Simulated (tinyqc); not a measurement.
MP2 on RHF in the sto-3g basis, frozen core, for NH3, spin multiplicity 1, step by step. One step of it, computed by the program tinyqc.

Question. Iteration 8 (converged): orbitals. Diagonalise F' = X^T F X, C = X C', fill 5 alpha and 5 beta electrons from the bottom; D = 2 C_occ C_occ^T. Each column has its largest component positive (the first on a tie).

converged F (hartree), lower triangle:
```
             1N 1s      1N 2s     1N 2px     1N 2py     1N 2pz      2H 1s      3H 1s      4H 1s
1N 1s   -15.278218
1N 2s    -3.887715  -1.870111
1N 2px    0.000004   0.000100  -0.249831
1N 2py    0.000000   0.000000   0.000000  -0.250093
1N 2pz    0.018529   0.062254  -0.000045   0.000000  -0.300202
2H 1s    -0.796059  -0.759345  -0.426078   0.000000   0.140815  -0.429777
3H 1s    -0.797004  -0.759934   0.213023  -0.369151   0.140926  -0.225761  -0.430251
4H 1s    -0.797004  -0.759934   0.213023   0.369151   0.140926  -0.225761  -0.225853  -0.430251
```

X, lower triangle:
```
            1N 1s      1N 2s     1N 2px     1N 2py    1N 2pz      2H 1s      3H 1s     4H 1s
1N 1s    1.024808
1N 2s   -0.149892   1.312105
1N 2px   0.000005  -0.000104   1.126332
1N 2py   0.000000   0.000000   0.000000   1.126523
1N 2pz   0.006423  -0.066605   0.000030   0.000000  1.015272
2H 1s    0.021676  -0.272972  -0.272360   0.000000  0.062787   1.191437
3H 1s    0.021687  -0.273292   0.136228  -0.236106  0.062880  -0.040624   1.191744
4H 1s    0.021687  -0.273292   0.136228   0.236106  0.062880  -0.040624  -0.040644  1.191744
```

Give: F' = X^T F X; orbital energies; coefficients C; D after iteration 8.

Answer.

F' = X^T F X (hartree), lower triangle:
```
          1        2        3        4        5        6        7       8
1  -14.9857
2   -2.0673  -0.7893
3    0.0000   0.0000   0.0525
4    0.0000   0.0000   0.0000   0.0526
5    0.0341  -0.0691   0.0000   0.0000  -0.2626
6   -0.1019  -0.4227  -0.4935   0.0000   0.1253   0.0366
7   -0.1021  -0.4231   0.2468  -0.4277   0.1254  -0.0545   0.0368
8   -0.1021  -0.4231   0.2468   0.4277   0.1254  -0.0545  -0.0546  0.0368
```

orbital energies (hartree): MO1 -15.2858, MO2 -1.0196, MO3 -0.5332, MO4 -0.5329, MO5 -0.3171, MO6 0.5126, MO7 0.6766, MO8 0.6771

coefficients C:
```
            MO1      MO2      MO3      MO4      MO5      MO6      MO7      MO8
1N 1s    0.9936  -0.2218   0.0000   0.0000  -0.0654  -0.1827   0.0002   0.0000
1N 2s    0.0295   0.7651   0.0000   0.0002   0.3279   1.1308  -0.0016   0.0000
1N 2px   0.0000  -0.0001   0.0000   0.5770  -0.0001   0.0011   1.0232   0.0000
1N 2py   0.0000   0.0000   0.5769   0.0000   0.0000   0.0000   0.0000   1.0236
1N 2pz  -0.0030  -0.0849   0.0000   0.0001   0.9388  -0.3982   0.0005   0.0000
2H 1s   -0.0057   0.1645   0.0000   0.5043  -0.1082  -0.6724  -0.9114   0.0000
3H 1s   -0.0057   0.1647   0.4366  -0.2520  -0.1082  -0.6713   0.4569  -0.7902
4H 1s   -0.0057   0.1647  -0.4366  -0.2520  -0.1082  -0.6713   0.4569   0.7902
```

D after iteration 8, lower triangle:
```
          1N 1s   1N 2s   1N 2px   1N 2py   1N 2pz    2H 1s    3H 1s   4H 1s
1N 1s    2.0815
1N 2s   -0.3237  1.3875
1N 2px   0.0000  0.0000   0.6658
1N 2py   0.0000  0.0000   0.0000   0.6657
1N 2pz  -0.0912  0.4856   0.0000   0.0000   1.7771
2H 1s   -0.0701  0.1807   0.5820   0.0000  -0.2310   0.5863
3H 1s   -0.0702  0.1806  -0.2909   0.5038  -0.2311  -0.1765   0.5861
4H 1s   -0.0702  0.1806  -0.2909  -0.5038  -0.2311  -0.1765  -0.1765  0.5861
```
